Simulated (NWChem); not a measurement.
# One shape, several levels: C2H8Si (dimethylsilane)

Aim: a comparison of 6 runs (HF/3-21G, HF/def2-SVP, TPSSh/6-31G*, SVWN5/def2-SVP, MP2/def2-SVP, CCSD/def2-SVP) of C2H8Si (dimethylsilane). 

The results are computed with NWChem 7.3.0.

## Step 1: The system as given

C2H8Si has 11 atoms, charge 0, and is taken as a singlet. SMILES: `C[SiH2]C`. The coordinates come from a PBE0-D4/def2-TZVP relaxation.

Bond lengths: C1–Si2 1.872 Å, Si2–C3 1.872 Å, C1–H4 1.092 Å, C1–H5 1.093 Å, C1–H6 1.093 Å, Si2–H7 1.491 Å, Si2–H8 1.491 Å, C3–H9 1.093 Å, C3–H10 1.092 Å, C3–H11 1.093 Å. Some angles: C1–Si2–C3 111.5°, C1–Si2–H7 109.5°, C1–Si2–H8 109.5°, C3–Si2–H7 109.5°, C3–Si2–H8 109.5°, Si2–C1–H4 111.0°, Si2–C1–H5 110.9°, Si2–C1–H6 110.9°, Si2–C3–H9 110.9°, Si2–C3–H10 111.0°.

## Step 2: Energy and gradient at HF/3-21G (run 1)

Contents of a.nw:

```
start a
title "C2H8Si"
memory total 2200 mb

geometry noautosym nocenter noautoz
C    -1.050200    0.967200   -0.661200
Si   -0.309200   -0.653200   -0.087600
C     1.346600   -0.392300    0.745700
H    -2.015800    0.806900   -1.146100
H    -0.391700    1.464600   -1.377800
H    -1.204900    1.644900    0.182100
H    -0.139900   -1.564200   -1.256100
H    -1.245100   -1.319300    0.863300
H     2.058200    0.075200    0.060400
H     1.772600   -1.342000    1.077400
H     1.244800    0.255200    1.620300
end

basis spherical bse
* library 3-21G
end

scf
thresh 1e-08
maxiter 80
end

task scf gradient
```

On the command line:

```bash
$ nwchem a.nw > a.out
```

The program printed:

```text
[...]
  functions       =    47
[...]
  wavefunction    = RHF
[...]
         Total SCF energy =   -367.363997530516
      One-electron energy =   -732.268582134495
      Two-electron energy =    250.746072114382
 Nuclear repulsion energy =    114.158512489598
        Time for solution =      2.2s
[...]
                         RHF ENERGY GRADIENTS
    atom               coordinates                        gradient
                 x          y          z           x          y          z
   1 C      -1.984590   1.827743  -1.249487    0.008647  -0.017649   0.006604
   2 Si     -0.584303  -1.234369  -0.165540    0.007762   0.016067   0.002208
   3 C       2.544705  -0.741340   1.409169   -0.018396  -0.002287  -0.009320
   4 H      -3.809310   1.524820  -2.165815   -0.004093  -0.001673  -0.001945
   5 H      -0.740206   2.767693  -2.603664    0.003483   0.001451  -0.003090
   6 H      -2.276931   3.108410   0.344119   -0.000348   0.002271   0.004244
   7 H      -0.264373  -2.955909  -2.373685   -0.000030   0.000860   0.000894
   8 H      -2.352898  -2.493115   1.631400    0.000800   0.000689  -0.000689
   9 H       3.889434   0.142107   0.114139    0.002473   0.002035  -0.003689
  10 H       3.349728  -2.536012   2.035991    0.001079  -0.004650   0.001097
  11 H       2.352331   0.482258   3.061923   -0.001377   0.002884   0.003686
[...]
```

Wall time 3.6 s (1 thread of Intel Xeon Platinum 8175M at 2.50GHz (Skylake/Cascade Lake), shared host); peak memory 0.099 GiB.

## Step 3: Energy and forces at HF/def2-SVP (run 2)

Contents of sp.xyz:

```xyz
11

C     -1.050200     0.967200    -0.661200
Si    -0.309200    -0.653200    -0.087600
C      1.346600    -0.392300     0.745700
H     -2.015800     0.806900    -1.146100
H     -0.391700     1.464600    -1.377800
H     -1.204900     1.644900     0.182100
H     -0.139900    -1.564200    -1.256100
H     -1.245100    -1.319300     0.863300
H      2.058200     0.075200     0.060400
H      1.772600    -1.342000     1.077400
H      1.244800     0.255200     1.620300
```

Contents of run.py:

```python
from ase.io import read
from ase.calculators.nwchem import NWChem

molecule = read('sp.xyz')

calc = NWChem(
    label='sp',
    theory='scf',
    memory='2200 mb',
    basis='def2-SVP',
    basispar='spherical bse',
    scf={'nopen': '0', 'rhf': None, 'thresh': '1e-08', 'maxiter': '80'},
)
molecule.calc = calc

forces = molecule.get_forces()
e = molecule.get_potential_energy()
print(f"E = {e:.6f} eV")
print("forces (eV/A):")
for s, f in zip(molecule.symbols, forces):
    print(f"{s:2s} {f[0]:10.5f} {f[1]:10.5f} {f[2]:10.5f}")
print("dipole (e A):", molecule.get_dipole_moment().round(4))
```

On the command line:

```bash
$ export ASE_NWCHEM_COMMAND="nwchem PREFIX.nwi > PREFIX.nwo"
$ python run.py
```

The program printed:

```text
E = -10046.233654 eV
forces (eV/A):
C    -0.10547    0.23011   -0.08459
Si   -0.18553   -0.38654   -0.05296
C     0.23731    0.03450    0.11930
H    -0.00041    0.02062   -0.00237
H    -0.01733    0.01486   -0.00021
H    -0.00946    0.01476   -0.01445
H    -0.00905    0.03826    0.05178
H     0.03980    0.02679   -0.04232
H     0.01352   -0.00309    0.01820
H     0.01435    0.01460    0.00591
H     0.02232   -0.00489    0.00175
dipole (e A): [0.0658 0.1355 0.0187]
```

The calculator wrote sp.nwi:

```
title "sp"

permanent_dir sp

scratch_dir sp

start sp

geometry units angstrom nocenter noautosym noautoz
  C  -1.0502000000000000e+00 9.6719999999999995e-01 -6.6120000000000001e-01
  Si -3.0919999999999997e-01 -6.5320000000000000e-01 -8.7599999999999997e-02
  C  1.3466000000000000e+00 -3.9229999999999998e-01 7.4570000000000003e-01
  H  -2.0158000000000000e+00 8.0689999999999995e-01 -1.1460999999999999e+00
  H  -3.9169999999999999e-01 1.4645999999999999e+00 -1.3777999999999999e+00
  H  -1.2049000000000001e+00 1.6449000000000000e+00 1.8210000000000001e-01
  H  -1.3990000000000000e-01 -1.5642000000000000e+00 -1.2561000000000000e+00
  H  -1.2451000000000001e+00 -1.3192999999999999e+00 8.6329999999999996e-01
  H  2.0581999999999998e+00 7.5200000000000003e-02 6.0400000000000002e-02
  H  1.7726000000000000e+00 -1.3420000000000001e+00 1.0773999999999999e+00
  H  1.2447999999999999e+00 2.5519999999999998e-01 1.6203000000000001e+00
end

memory 2200 mb

basis spherical bse noprint
   * library def2-SVP
end

scf
  nopen 0
  rhf
  thresh 1e-08
  maxiter 80
end

task scf gradient
```

sp.nwo:

```text
Northwest Computational Chemistry Package (NWChem) 7.3.0
             --------------------------------------------------------

           Job information
           ---------------

    nwchem branch   = 7.3.0
    use scalapack   = T
    input           = sp.nwi
    prefix          = sp.
    data base       = sp/sp.db
    status          = startup
    nproc           =        1

           Memory information
           ------------------

    heap     =     72089594 doubles =      550.0 Mbytes
    stack    =     72089599 doubles =      550.0 Mbytes
    global   =    144179200 doubles =     1100.0 Mbytes (distinct from heap & stack)
    total    =    288358393 doubles =     2200.0 Mbytes
    verify   = yes
    hardfail = no

           Directory information
           ---------------------

  0 permanent = sp
  0 scratch   = sp

                                NWChem Input Module
                                -------------------

                                        sp
                                        --

[... 128 lines left out ...]
 Convergence threshold     :          1.000E-08
[... 12 lines left out ...]
       Final RHF  results
[... 3 lines left out ...]
      One-electron energy =   -734.599505675349
[... 1 line left out ...]
 Nuclear repulsion energy =    114.158512489597
[... 35 lines left out ...]
                       ROHF Final Molecular Orbital Analysis
[... 203 lines left out ...]
     1   1 0 0      0.124252      0.000000     -4.671781
[... 8 lines of this table left out ...]
     2   0 0 2    -22.275863      0.000000     55.083238

                              NWChem Gradients Module
                              -----------------------

                                        sp

  wavefunction    =   RHF

                         RHF ENERGY GRADIENTS

    atom               coordinates                        gradient
                 x          y          z           x          y          z
   1 C      -1.984590   1.827743  -1.249487    0.002051  -0.004475   0.001645
   2 Si     -0.584303  -1.234369  -0.165540    0.003608   0.007517   0.001030
   3 C       2.544705  -0.741340   1.409169   -0.004615  -0.000671  -0.002320
[... 7 lines of this table left out ...]
  11 H       2.352331   0.482258   3.061923   -0.000434   0.000095  -0.000034

                 ----------------------------------------
                 |  Time  |  1-e(secs)   |  2-e(secs)   |
                 ----------------------------------------
                 |  CPU   |       0.01   |       3.02   |
                 ----------------------------------------
                 |  WALL  |       0.01   |       3.02   |
                 ----------------------------------------

 Task  times  cpu:       16.8s     wall:       16.8s
 Total times  cpu:       16.8s     wall:       16.8s
```

Run time: 18 s. Hardware: 1 thread of Intel Xeon Platinum 8175M at 2.50GHz (Skylake/Cascade Lake), shared host; peak memory 0.1 GiB.

Runs 3 to 5 aren't shown in full; the table further down has their settings and results.

## Step 4: The energy at CCSD/def2-SVP (run 6)

Contents of run.py:

```python
from ase import Atoms
from ase.calculators.nwchem import NWChem

mol = Atoms(['C', 'Si', 'C', 'H', 'H', 'H', 'H', 'H', 'H', 'H', 'H'], positions=[
    [-1.050200, 0.967200, -0.661200],
    [-0.309200, -0.653200, -0.087600],
    [1.346600, -0.392300, 0.745700],
    [-2.015800, 0.806900, -1.146100],
    [-0.391700, 1.464600, -1.377800],
    [-1.204900, 1.644900, 0.182100],
    [-0.139900, -1.564200, -1.256100],
    [-1.245100, -1.319300, 0.863300],
    [2.058200, 0.075200, 0.060400],
    [1.772600, -1.342000, 1.077400],
    [1.244800, 0.255200, 1.620300],
])

calc = NWChem(
    label='c2h8si',
    theory='ccsd',
    memory='2200 mb',
    basis='def2-SVP',
    basispar='spherical bse',
    scf={'nopen': '0', 'rhf': None, 'thresh': '1e-08', 'maxiter': '80'},
    ccsd={'freeze': 'core 7', 'maxiter': '60'},
    task='energy',
)
mol.calc = calc

print("Total energy (eV):", round(mol.get_potential_energy(), 6))
```

On the command line:

```bash
$ export ASE_NWCHEM_COMMAND="nwchem PREFIX.nwi > PREFIX.nwo"
$ python run.py
```

The program printed:

```text
Total energy (eV): -10058.564537
```

The calculator wrote c2h8si.nwi:

```
title "c2h8si"

permanent_dir c2h8si

scratch_dir c2h8si

start c2h8si

geometry units angstrom nocenter noautosym noautoz
  C  -1.0502000000000000e+00 9.6719999999999995e-01 -6.6120000000000001e-01
  Si -3.0919999999999997e-01 -6.5320000000000000e-01 -8.7599999999999997e-02
  C  1.3466000000000000e+00 -3.9229999999999998e-01 7.4570000000000003e-01
  H  -2.0158000000000000e+00 8.0689999999999995e-01 -1.1460999999999999e+00
  H  -3.9169999999999999e-01 1.4645999999999999e+00 -1.3777999999999999e+00
  H  -1.2049000000000001e+00 1.6449000000000000e+00 1.8210000000000001e-01
  H  -1.3990000000000000e-01 -1.5642000000000000e+00 -1.2561000000000000e+00
  H  -1.2451000000000001e+00 -1.3192999999999999e+00 8.6329999999999996e-01
  H  2.0581999999999998e+00 7.5200000000000003e-02 6.0400000000000002e-02
  H  1.7726000000000000e+00 -1.3420000000000001e+00 1.0773999999999999e+00
  H  1.2447999999999999e+00 2.5519999999999998e-01 1.6203000000000001e+00
end

memory 2200 mb

basis spherical bse noprint
   * library def2-SVP
end

scf
  nopen 0
  rhf
  thresh 1e-08
  maxiter 80
end
ccsd
  freeze core 7
  maxiter 60
end

task ccsd energy
```

c2h8si.nwo:

```text
Northwest Computational Chemistry Package (NWChem) 7.3.0
             --------------------------------------------------------

           Job information
           ---------------

    nwchem branch   = 7.3.0
    use scalapack   = T
    input           = c2h8si.nwi
    prefix          = c2h8si.
    data base       = c2h8si/c2h8si.db
    status          = startup
    nproc           =        1

           Memory information
           ------------------

    heap     =     72089596 doubles =      550.0 Mbytes
    stack    =     72089601 doubles =      550.0 Mbytes
    global   =    144179200 doubles =     1100.0 Mbytes (distinct from heap & stack)
    total    =    288358397 doubles =     2200.0 Mbytes
    verify   = yes
    hardfail = no

           Directory information
           ---------------------

  0 permanent = c2h8si
  0 scratch   = c2h8si

                                NWChem Input Module
                                -------------------

                                      c2h8si
                                      ------

[... 128 lines left out ...]
 Convergence threshold     :          1.000E-08
[... 12 lines left out ...]
       Final RHF  results
[... 3 lines left out ...]
      One-electron energy =   -734.599505675349
[... 1 line left out ...]
 Nuclear repulsion energy =    114.158512489597
[... 35 lines left out ...]
                       ROHF Final Molecular Orbital Analysis
[... 225 lines left out ...]
 MP2 Corr. energy:             -0.399862565322301
[... 22 lines left out ...]
  Failed reading restart vector from c2h8si/c2h8si.t2
[... 3 lines left out ...]
             energy      energy      error      ampl     ampl      Block
[... 6 lines left out ...]
                  *************converged*************
[... 1 line left out ...]
 -----------
 CCSD Energy
 -----------
 Reference energy:            -369.192280197189575
 CCSD corr. energy:             -0.453151595391431
 Total CCSD energy:           -369.645431792581007

 --------------------------------
 Spin Component Scaled (SCS) CCSD
 --------------------------------
 Same spin contribution:                 -0.076622628336549
 Same spin scaling factor:                1.130000000000000
 Opposite spin contribution:             -0.376528967054882
 Opposite spin scaling fact.:             1.270000000000000
 SCS-CCSD correlation energy:            -0.564775358180001
 Total SCS-CCSD energy:                -369.757055555369561

 routine      calls  cpu(0)   cpu-min  cpu-ave  cpu-max   i/o
 aoccsd          1     0.03     0.03     0.03     0.03    0.00
 iterdrv         1     0.03     0.03     0.03     0.03    0.00
 pampt          10     0.16     0.16     0.16     0.16    0.00
[... 9 lines of this table left out ...]
 Total               108.67   108.67   108.67   108.67    0.00

 Task  times  cpu:      131.7s     wall:      131.7s
 Total times  cpu:      131.7s     wall:      131.7s
```

Wall time 2.2 min (1 thread of Intel Xeon Platinum 8175M at 2.50GHz (Skylake/Cascade Lake), shared host); peak memory 0.18 GiB.

## Step 5: Overview of the runs

| run | level | iteration cap | module | energy (Eh) | dipole moment (D) | HOMO energy (eV) | LUMO energy (eV) | wall time |
| --- | --- | --- | --- | --- | --- | --- | --- | --- |
| 1 | HF/3-21G | 80 | scf | -367.363998 | 0.71 | -11.93 | 5.42 | 3.6 s |
| 2 | HF/def2-SVP | 80 | scf | -369.192280 | 0.73 | -12.06 | 4.49 | 18 s |
| 3 | TPSSh/6-31G* (spherical functions) | 100 | dft | -370.541520 | – | – | – | 76 s |
| 4 | SVWN5/def2-SVP | 100 | dft | -368.418242 | 0.86 | -7.50 | 0.63 | 36 s |
| 5 | MP2/def2-SVP | 80 | mp2 | -369.592143 | 0.75 | -12.06 | 4.49 | 38 s |
| 6 | CCSD/def2-SVP | 80 | ccsd | -369.645432 | – | -12.06 | 4.49 | 2.2 min |

## Step 6: What came out

| quantity | value |
| --- | --- |
| run 6: total energy | -369.64543 Eh |
| run 6: HOMO energy (Hartree–Fock orbitals) | -12.06 eV |
| run 6: LUMO energy (Hartree–Fock orbitals) | 4.49 eV |
| run 6: HOMO–LUMO gap (Hartree–Fock orbitals) | 16.55 eV |
| run 6: correlation energy (7 core orbitals frozen) | -453.2 mEh |

What this shows: Below the HF energy at the same shape and in the same basis (def2-SVP): MP2 -399.9 mEh; CCSD -453.2 mEh. Over runs 1, 2, 4, 5 the dipole moment (its size) runs from 0.71 D (HF/3-21G) to 0.86 D (SVWN5/def2-SVP). The two ends differ in method and basis. Over runs 1, 2, 4 the HOMO–LUMO gap runs from 8.13 eV (SVWN5/def2-SVP) to 17.35 eV (HF/3-21G). Totals of different functionals can't be ranked against each other. All runs together took 5.1 min, the longest 2.2 min.
